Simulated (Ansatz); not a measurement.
This Ansatz (a quantum-chemistry and plane-wave program) input (PBE/6-31+G*) gives -40.44683 Eh with 27 basis functions. A basis named .json is the Basis Set Exchange file of that set (core-valence sets with the plain set on hydrogen).

Ansatz 0.2 input:
```yaml
crystal:
  periodic: [false, false, false]
  atoms:
    - {symbol: C, position_ang: [-0.00000000, 0.00000000, -0.00000000]}
    - {symbol: H, position_ang: [0.62054657, 0.62688914, 0.63896175]}
    - {symbol: H, position_ang: [-0.64285838, -0.62489528, 0.61852983]}
    - {symbol: H, position_ang: [0.63693263, -0.63278043, -0.61664082]}
    - {symbol: H, position_ang: [-0.61462083, 0.63078657, -0.64085076]}
basis:
  gaussian:
    orbitals: 6-31+G_.json
hamiltonian:
  xc: {name: PBE}
magnetization: {spin_polarized: false}
```

Change:
```diff
- orbitals: 6-31+G_.json
+ orbitals: aug-pcseg-2
```

Problem. What does the run give now?

Solution. -40.46504 Eh (PBE/aug-pcseg-2, 138 functions), a change of -18.21 mEh.
